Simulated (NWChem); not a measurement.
System: NO2, doublet; SMILES [O]N=O

Input file for NWChem:

```
start job
memory heap 200 mb stack 900 mb global 1100 mb
geometry units angstroms noautosym nocenter noautoz
  O     -1.092926     0.000000    -0.138541
  N      0.000000     0.000000     0.313987
  O      1.092926     0.000000    -0.138541
end
basis spherical
  * library def2-svp
end
dft
  odft
  mult 2
  xc m05-2x
  iterations 150
end
cosmo
  do_cosmo_smd true
  solvent ethanol
end
task dft energy
```

Excerpt of the output:

```
             Northwest Computational Chemistry Package (NWChem) 7.3.0
             --------------------------------------------------------

                             Geometry "geometry" -> ""
                             -------------------------

 Output coordinates in angstroms (scale by  1.889725989 to convert to a.u.)

  No.       Tag          Charge          X              Y              Z
 ---- ---------------- ---------- -------------- -------------- --------------
    1 O                    8.0000    -1.09292600     0.00000000    -0.13854100
    2 N                    7.0000     0.00000000     0.00000000     0.31398700
    3 O                    8.0000     1.09292600     0.00000000    -0.13854100

 Effective nuclear repulsion energy (a.u.)      65.5974495332

                                 NWChem DFT Module
                                 -----------------

 Summary of "ao basis" -> "ao basis" (spherical)
 ------------------------------------------------------------------------------
       Tag                 Description            Shells   Functions and Types
 ---------------- ------------------------------  ------  ---------------------
 O                          def2-svp                 6       14   3s2p1d
 N                          def2-svp                 6       14   3s2p1d

 in cosmo_initialize ...
 calling solv_data for solv:ethanol

 solvent parameters
 solvname_short: ethanol
 solvname_long:  ethanol
 dielec:       24.8520
 dielecinf:     1.8526
 nonaqueous SMD model solvent descriptors
 dielec:       24.8520
 sola:          0.3700
 solb:          0.4800
 solc:          0.0000
 solg:         31.6200
 solh:          0.0000
 soln:          1.3611

          ---------------
          -cosmo- solvent
          ---------------
 Cosmo: York-Karplus, doi: 10.1021/jp992097l
 dielectric constant -eps-     =  24.85
 screen = (eps-1)/(eps    )    =   0.95976
 surface charge correction     = lagrangian

   van der Waals surface
 --------------------------

 ---------- ATOMIC COORDINATES (A.U.) ------------ VDWR(ANG.) --
     1   -2.06533067    0.00000000   -0.26180453     1.628
     2    0.00000000    0.00000000    0.59334939     1.890
     3    2.06533067    0.00000000   -0.26180453     1.628
 number of segments per atom =        128
 number of   points per atom =        128
 atom (   nspa,  nppa )
 ----------------------
    1 (     80,     0 )       0
    2 (     80,     0 )       0
    3 (     80,     0 )       0
 number of -cosmo- surface points =      240
 molecular surface =     61.641 angstrom**2
 molecular volume  =     39.824 angstrom**3
 -lineq- algorithm             =   0
 -bem- low  level              =   3
 -bem- from -octahedral-
 gaussian surface charge width =   4.50000
 degree of switching           =   1.00000
 switching function tolerance  =   0.00010
 atomic radii =
 --------------
    1  8.000  1.628
    2  7.000  1.890
    3  8.000  1.628
 ...... end of -cosmo- initialization ......

 nat:                     3
 ixmem:                   608
 calling mnsol_interface()
 G(SMD-CDS) energy (kcal/mol)  =     4.484
 SMD-CDS SASA (angstrom**2)    =    75.023

            General Information
            -------------------
          SCF calculation type: DFT
          Wavefunction type:  spin polarized.
          No. of atoms     :     3
          No. of electrons :    23
           Alpha electrons :    12
            Beta electrons :    11
          Charge           :     0
          Spin multiplicity:     2
          Use of symmetry is: off; symmetry adaption is: off
          Maximum number of iterations: 150
          AO basis - number of functions:    42
                     number of shells:    18
          Convergence on energy requested:  1.00D-06
          Convergence on density requested:  1.00D-05
          Convergence on gradient requested:  5.00D-04

              XC Information
              --------------
                       M05-2X Method XC Functional
                     Hartree-Fock (Exact) Exchange  0.560
                M05-2X metaGGA Exchange Functional  0.440
                      M05-2X Correlation Potential  1.000

[...]

                                COSMO-SMD solvation results
                                ---------------------------

             internal energy in gas <Psi(g)|H|Psi(g)> =      -204.872087691717
         internal energy in solvent <Psi(s)|H|Psi(s)> =      -204.871882132136
                               delta internal energy  =         0.000205559582 (    0.13 kcal/mol)
   total free energy in solvent <Psi(s)|H+V/2|Psi(s)> =      -204.874702774537
 polarization energy contribution <Psi(s)|V/2|Psi(s)> =        -0.002820642401 (   -1.77 kcal/mol)
    total free energy in solvent including G(SMD-CDS) =      -204.867556843444
                       G(SMD-CDS) energy contribution =         0.007145931093 (    4.48 kcal/mol)
     1 M fixed-concentration free energy of solvation =         0.004530848273 (    2.84 kcal/mol)

                    DFT Final Alpha Molecular Orbital Analysis
                    ------------------------------------------

 Vector   10  Occ=1.000000D+00  E=-4.762861D-01
              MO Center= -4.1D-07,  2.1D-11, -8.1D-02, r^2= 1.8D+00
   Bfn.  Coefficient  Atom+Function         Bfn.  Coefficient  Atom+Function
  ----- ------------  ---------------      ----- ------------  ---------------
     6      0.400278  1 O  pz                34     -0.400278  3 O  pz
     4     -0.285708  1 O  px                32     -0.285709  3 O  px
     9      0.251851  1 O  pz                37     -0.251850  3 O  pz
     7     -0.209158  1 O  px                35     -0.209159  3 O  px
    21     -0.091059  2 N  px                18     -0.064932  2 N  px

 Vector   11  Occ=1.000000D+00  E=-4.520432D-01
              MO Center=  6.1D-07, -2.0D-10, -1.2D-01, r^2= 1.7D+00
   Bfn.  Coefficient  Atom+Function         Bfn.  Coefficient  Atom+Function
  ----- ------------  ---------------      ----- ------------  ---------------
     5      0.472443  1 O  py                33     -0.472443  3 O  py
     8      0.338719  1 O  py                36     -0.338720  3 O  py
    24     -0.053786  2 N  d -2

 Vector   12  Occ=1.000000D+00  E=-3.631087D-01
              MO Center=  1.6D-06, -3.6D-11,  1.6D-01, r^2= 1.5D+00
   Bfn.  Coefficient  Atom+Function         Bfn.  Coefficient  Atom+Function
  ----- ------------  ---------------      ----- ------------  ---------------
    17      0.503389  2 N  s                 20     -0.425302  2 N  pz
     6     -0.414551  1 O  pz                34     -0.414552  3 O  pz
     9     -0.323715  1 O  pz                37     -0.323716  3 O  pz
    23      0.221223  2 N  pz                16      0.168722  2 N  s
     3     -0.090279  1 O  s                 31     -0.090279  3 O  s

 Vector   13  Occ=0.000000D+00  E=-2.524462D-02
              MO Center=  3.8D-07, -2.4D-11,  9.6D-02, r^2= 1.4D+00
   Bfn.  Coefficient  Atom+Function         Bfn.  Coefficient  Atom+Function
  ----- ------------  ---------------      ----- ------------  ---------------
    19      0.560196  2 N  py                22     -0.518945  2 N  py
     8      0.382002  1 O  py                36      0.382002  3 O  py
     5      0.375656  1 O  py                33      0.375656  3 O  py

 Vector   14  Occ=0.000000D+00  E= 3.037363D-01
              MO Center= -2.1D-07, -2.1D-10, -8.2D-02, r^2= 1.5D+00
   Bfn.  Coefficient  Atom+Function         Bfn.  Coefficient  Atom+Function
  ----- ------------  ---------------      ----- ------------  ---------------
    17      2.527566  2 N  s                  3     -1.115707  1 O  s
    31     -1.115707  3 O  s                 23     -0.977535  2 N  pz
     7     -0.829477  1 O  px                35      0.829477  3 O  px
    20      0.401967  2 N  pz                 4     -0.342272  1 O  px
    32      0.342272  3 O  px                 2     -0.270137  1 O  s

 Vector   15  Occ=0.000000D+00  E= 4.879218D-01
              MO Center=  2.4D-07, -7.1D-11,  3.8D-01, r^2= 1.9D+00
   Bfn.  Coefficient  Atom+Function         Bfn.  Coefficient  Atom+Function
  ----- ------------  ---------------      ----- ------------  ---------------
    21      2.798895  2 N  px                 3      1.862730  1 O  s
    31     -1.862732  3 O  s                  7      0.950417  1 O  px
    35      0.950418  3 O  px                 9      0.658005  1 O  pz
    37     -0.658005  3 O  pz                18     -0.516543  2 N  px
     2      0.276323  1 O  s                 30     -0.276323  3 O  s

                     DFT Final Beta Molecular Orbital Analysis
                     -----------------------------------------

 Vector    9  Occ=1.000000D+00  E=-6.319921D-01
              MO Center= -5.7D-07, -1.7D-11,  2.1D-01, r^2= 1.2D+00
   Bfn.  Coefficient  Atom+Function         Bfn.  Coefficient  Atom+Function
  ----- ------------  ---------------      ----- ------------  ---------------
    20      0.416128  2 N  pz                 6     -0.261241  1 O  pz
    34     -0.261240  3 O  pz                23     -0.234209  2 N  pz
     4      0.177969  1 O  px                32     -0.177970  3 O  px
     9     -0.156435  1 O  pz                37     -0.156435  3 O  pz
    16     -0.126092  2 N  s                 17     -0.095849  2 N  s

 Vector   10  Occ=1.000000D+00  E=-4.418552D-01
              MO Center=  6.7D-07, -1.8D-10, -1.2D-01, r^2= 1.7D+00
   Bfn.  Coefficient  Atom+Function         Bfn.  Coefficient  Atom+Function
  ----- ------------  ---------------      ----- ------------  ---------------
     5      0.470007  1 O  py                33     -0.470007  3 O  py
     8      0.341775  1 O  py                36     -0.341775  3 O  py
    24     -0.053159  2 N  d -2

[...]
```

Level: M05-2X/def2-SVP, spin-unrestricted, SMD on the gas-phase geometry. In the optimisation the excess spin sits in a1 (C2v, its own frame). Geometry: optimised at PBE0/def2-SVP, spin-unrestricted. No stability test was run on the SCF state. Solvent: ethanol.
